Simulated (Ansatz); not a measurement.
# ClH5OSi: the cost of one run

Method: RKS LDA/def2-SVP, in Ansatz 0.2.0.

**1. The structure to begin with**

Bond lengths: Si1–Cl2 2.480 Å, Si1–H3 1.460 Å, Si1–H4 1.459 Å, Si1–H5 1.459 Å, Si1–O6 1.980 Å, O6–H7 1.010 Å, Cl2–H8 1.530 Å. Angles: Si1–Cl2–H8 62.3°, Cl2–Si1–H3 109.5°, Cl2–Si1–H4 109.5°, Cl2–Si1–H5 109.5°, Cl2–Si1–O6 71.6°, H3–Si1–H4 109.5°, H3–Si1–H5 109.5°, H3–Si1–O6 178.9°, H4–Si1–H5 109.5°, H4–Si1–O6 70.0°, H5–Si1–O6 70.0°, Si1–O6–H7 109.5°.

As a file:

```xyz
8

Si    0.0000    0.0000    0.0000
Cl    0.0000    0.0000    2.4800
H     1.3768    0.0000   -0.4862
H    -0.6877    1.1914   -0.4862
H    -0.6877   -1.1914   -0.4862
O    -1.8790    0.0000    0.6243
H    -2.4241   -0.6297    0.0530
H    -1.3553    0.0000    1.7690
```

**2. A restrained relaxation towards end A**

Springs on the bonds that form and break draw the guess towards this end; the thresholds are loose.

input.yaml reads:

```yaml
crystal:
  periodic: [false, false, false]
  atoms:
    - { symbol: Si, position_ang: [0.0, 0.0, 0.0] }
    - { symbol: Cl, position_ang: [0.0, 0.0, 2.48] }
    - { symbol: H, position_ang: [1.3768, 0.0, -0.4862] }
    - { symbol: H, position_ang: [-0.6877, 1.1914, -0.4862] }
    - { symbol: H, position_ang: [-0.6877, -1.1914, -0.4862] }
    - { symbol: O, position_ang: [-1.879, 0.0, 0.6243] }
    - { symbol: H, position_ang: [-2.4241, -0.6297, 0.053] }
    - { symbol: H, position_ang: [-1.3553, 0.0, 1.769] }
basis:
  gaussian: { orbitals: def2-SVP }
hamiltonian:
  xc: lda
relax:
  f_tol: 0.15
  max_steps: 25
  restrain:
    - { distance: [0, 5], at: 2.88, k: 30.0 }
    - { distance: [7, 1], at: 2.57, k: 30.0 }
    - { distance: [0, 1], at: 2.13, k: 30.0 }
    - { distance: [7, 5], at: 1.01, k: 30.0 }
```

On the command line:

```sh
> ansatz run input.yaml --threads 1 --pin off --max-ram 2048MiB --backend cpu --events-out ev --progress --plain --runs-dir out
```

What time and memory should one allow on 1 thread of Arm Neoverse V1, shared host?

About 19 s, with a peak of 0.14 GiB.
